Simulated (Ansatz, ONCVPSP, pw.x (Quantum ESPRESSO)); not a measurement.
Equation-of-state test of one ONCV potential (beryllium (Be))

| Quantity | Value |
| --- | --- |
| Element | Be |
| Generator | ONCVPSP 4.0.1.1 (patched build) |
| Type | optimised norm-conserving Vanderbilt (ONCV) |
| Functional | PBEsol |
| Relativity | scalar-relativistic |
| Frozen core | [He] |
| Valence charge | 2 |
| Reference configuration | 2s0.5 (charge +1.5) |
| Partial waves | 2s: rc 2.05 bohr, ncon 3, nbas 7, qcut 2.7 1/bohr, 2 projectors, debl 1.3 Ha; p scattering state at 0.27 Ha: rc 2.00 bohr, ncon 3, nbas 7, qcut 4.9 1/bohr, 2 projectors, debl 2.6 Ha; d scattering state at 0.1 Ha: rc 1.85 bohr, ncon 4, nbas 8, qcut 4.4 1/bohr, 3 projectors, debl 1.6 Ha |
| Local potential | polynomial inside 1.85 bohr (lpopt 5, dvloc0 2 Ha) |
| Core correction | Teter function, fcfact 4.25, rcfact 1.6 |

In the p channel the program set the typed energies aside and used 0.050, 2.650 Ha.

Atomic tests: cutoffs needed: 6.2 Ha and 31 Ha (the cutoffs (Ha) at which the residual kinetic energy of the hardest occupied pseudo-wave falls to 1 and 0.1 mHa per electron); ghost test: no bound ghost flagged; no localised positive-energy state flagged; largest excitation error: -44 meV (all-electron minus pseudo) for 2s2, out of 4 test configurations.

Crystal test: bcc Be in pw.x 7.5, no spin, 18³ k-points, Fermi–Dirac smearing 0.01 Ry, cutoffs 75/300 Ry. The reference is all-electron LAPW (Ansatz 0.2.0) with the same functional, mesh and smearing; V0 and B0 come from Birch–Murnaghan fits to the pressures at five volumes. Errors are pseudo minus all-electron; Δ is the rms difference of the E(V) curves that follow from these fits, minima aligned, over ±6 % about the mean V0. Mesh and smearing are coarse, so the numbers serve the comparison and aren't converged zero-temperature values; the lattice is a test structure that the element need not adopt.

```
V (Å³/atom)  P all-electron (GPa)  P pseudo (GPa)
      7.360                  6.91            9.29
      7.553                  3.26            5.44
      7.747                  0.00            1.98
      7.941                 -2.92           -1.11
      8.134                 -5.53           -3.89
```

All-electron: a0 = 2.493 Å (V0 = 7.75 Å³/atom), B0 = 123.4 GPa.

Pseudopotential: mean pressure error (GPa): +1.99; a0 (Å): 2.506; a0 error (%): +0.52; B0 error (%): +0.5; Δ (meV/atom): 3.3. This is a poor potential for the solid.

Q: At the middle volume, how do free energy and pressure move when the wave cutoff is lowered (ecutrho kept at four times it)?

A:

| cutoff (Ry) | shift of F (meV/atom) | shift of P (GPa) |
| --- | --- | --- |
| 34 | +12.1 | +0.11 |
| 45 | +9.8 | +0.12 |
| 60 | +3.3 | -0.15 |

Input at the middle volume:

```
&control
  calculation='scf', prefix='x', pseudo_dir='./', outdir='./tmp', tstress=.true., disk_io='low'
/
&system
  ibrav=0, nat=1, ntyp=1, ecutwfc=75, ecutrho=300, nbnd=8,
  occupations='smearing', smearing='fd', degauss=0.01
/
&electrons
  conv_thr=1e-09, mixing_beta=0.4, electron_maxstep=70
/
ATOMIC_SPECIES
Be 1.0 Be.UPF
CELL_PARAMETERS angstrom
  -1.24649686 1.24649686 1.24649686
  1.24649686 -1.24649686 1.24649686
  1.24649686 1.24649686 -1.24649686
ATOMIC_POSITIONS crystal
Be 0.0000 0.0000 0.0000
K_POINTS automatic
18 18 18 0 0 0
```

```bash
pw.x < Be.scf.in > Be.scf.out
```

Lines of the output:

```
Message from routine setup:
     using ibrav=0 with symmetry is DISCOURAGED, use correct ibrav instead
     lattice parameter (alat)  =       4.0799  a.u.
     unit-cell volume          =      52.2793 (a.u.)^3
     number of electrons       =         2.00
     number of Kohn-Sham states=            8
     kinetic-energy cutoff     =      75.0000  Ry
     charge density cutoff     =     300.0000  Ry
     scf convergence threshold =      1.0E-09
     Exchange-correlation= PBESOL
     number of k points=   195  Fermi-Dirac smearing, width (Ry)=  0.0100
     iteration #  1     ecut=    75.00 Ry     beta= 0.40
     total energy              =      -2.36360183 Ry
     estimated scf accuracy    <       0.00377737 Ry
     iteration #  2     ecut=    75.00 Ry     beta= 0.40
     total energy              =      -2.36327484 Ry
     estimated scf accuracy    <       0.00129348 Ry
     iteration #  3     ecut=    75.00 Ry     beta= 0.40
     total energy              =      -2.36328850 Ry
     estimated scf accuracy    <       0.00000017 Ry
     iteration #  4     ecut=    75.00 Ry     beta= 0.40
     total energy              =      -2.36328863 Ry
     estimated scf accuracy    <       0.00000001 Ry
     iteration #  5     ecut=    75.00 Ry     beta= 0.40
     the Fermi energy is     9.1528 ev
!    total energy              =      -2.36328863 Ry
     estimated scf accuracy    <          2.1E-11 Ry
     smearing contrib. (-TS)   =      -0.00059356 Ry
     The total energy is F=E-TS. E is the sum of the following terms:
     one-electron contribution =       2.06138809 Ry
     hartree contribution      =       0.00119987 Ry
     xc contribution           =      -1.33534439 Ry
     ewald contribution        =      -3.08993864 Ry
     convergence has been achieved in   5 iterations
          total   stress  (Ry/bohr**3)                   (kbar)     P=       19.81
```

The run at the middle volume (195 k-points, 5 iterations) took about 16 s on one core of a shared host (Neoverse-N1, 64 threads, 124 GiB, load 55).
